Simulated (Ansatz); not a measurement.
# C₂ClF₃: one species, many methods

One table from this session's results is given with a row withheld; the runs are named, their logs left out.

The runs use Ansatz 0.2.0, Gaussian basis; functionals in def2-TZVPP, the program's frozen cores in correlated methods.

Plan: LDA (SPW92), PBE-D4, revPBE-D4, BLYP-D4, r2SCAN-D4, B97M-V, PBE0-D4, B3LYP-D4, r2SCANh-D4, r2SCAN0-D4, HSE06-D4, BHLYP-D4, CAM-B3LYP-D4, LC-ωPBE, ωB97X-V, ωB97M-V, B2PLYP, PBE-QIDH; CCSD(T)/def2-SVP; CCSD(T)/def2-TZVPP; CCSD(T)/def2-QZVPP; extrapolation to the limit.

## The geometry

An earlier PBE0-D4 in a triple-zeta def2 set relaxation fixed the geometry.

SMILES `FC(F)=C(F)Cl`, 6 atoms, charge 0, spin multiplicity 1.

Atoms are counted from 1 here; the program's logs count them from 0.

Bond lengths: F1–C2 1.308 Å, C2–F3 1.307 Å, C2–C4 1.324 Å, C4–F5 1.324 Å, C4–Cl6 1.693 Å. Angles: F1–C2–F3 112.6°, F1–C2–C4 123.3°, F3–C2–C4 124.1°, C2–C4–F5 120.3°, C2–C4–Cl6 123.9°, F5–C4–Cl6 115.8°.

Set-up of the first run:

in.yaml reads:

```yaml
crystal:
  periodic: [false, false, false]
  atoms:
    - {symbol: F, position_ang: [0.761838, -1.649657, 0.114361]}
    - {symbol: C, position_ang: [-0.077984, -0.653008, 0.230268]}
    - {symbol: F, position_ang: [-1.165079, -0.985585, 0.874731]}
    - {symbol: C, position_ang: [0.156323, 0.556503, -0.255053]}
    - {symbol: F, position_ang: [1.286172, 0.811853, -0.897137]}
    - {symbol: Cl, position_ang: [-0.919271, 1.855895, -0.113370]}
basis:
  gaussian: {orbitals: def2-TZVPP}
hamiltonian: {xc: lda}
output: {orbitals: {seedname: orbitals}}
```

Command:

```console
$ ansatz run in.yaml --threads 2 --pin off --events-out ev --progress --plain --max-ram 32768MiB --backend cpu
```

Among the steps run: LDA; PBE-D4 (GGA); revPBE-D4 (GGA); BLYP-D4 (GGA); r2SCAN-D4 (meta-GGA); B97M-V (meta-GGA); PBE0-D4 (hybrid); B3LYP-D4 (hybrid); r2SCANh-D4 (hybrid); r2SCAN0-D4 (hybrid); HSE06-D4 (hybrid); BHLYP-D4 (hybrid); CAM-B3LYP-D4 (range-separated); LC-ωPBE (range-separated); ωB97X-V (range-separated); ωB97M-V (range-separated); B2PLYP (double hybrid); PBE-QIDH (double hybrid).

One table of the session follows, with a row left open; its other results are not shown here.

It belongs to the step «Frontier levels by functional». 

| functional | HOMO (eV) | gap (eV) |
| --- | --- | --- |
| LDA (SPW92) | -6.27 | 5.28 |
| PBE-D4 | -6.05 | 5.36 |
| revPBE-D4 | -5.96 | 5.39 |
| BLYP-D4 | -5.95 | 5.33 |
| r2SCAN-D4 | -6.31 | 5.82 |
| B97M-V | -6.38 | 6.04 |
| PBE0-D4 | -7.43 | 7.73 |
| B3LYP-D4 | -7.23 | 7.23 |
| r2SCANh-D4 | -6.82 | 6.70 |
| r2SCAN0-D4 | -7.59 | 8.02 |
| HSE06-D4 | -7.02 | 6.94 |
| BHLYP-D4 | -8.70 | 10.12 |
| CAM-B3LYP-D4 | -8.84 | 10.26 |
| LC-ωPBE | -10.14 | 12.79 |
| ωB97X-V | ? | ? |
| ωB97M-V | -9.64 | 12.22 |

Q: Estimate the row for ωB97X-V from the others.

As computed: HOMO (eV): -9.76; gap (eV): 12.40. In the column «HOMO (eV)» it lies between LC-ωPBE (-10.14) and ωB97M-V (-9.64).
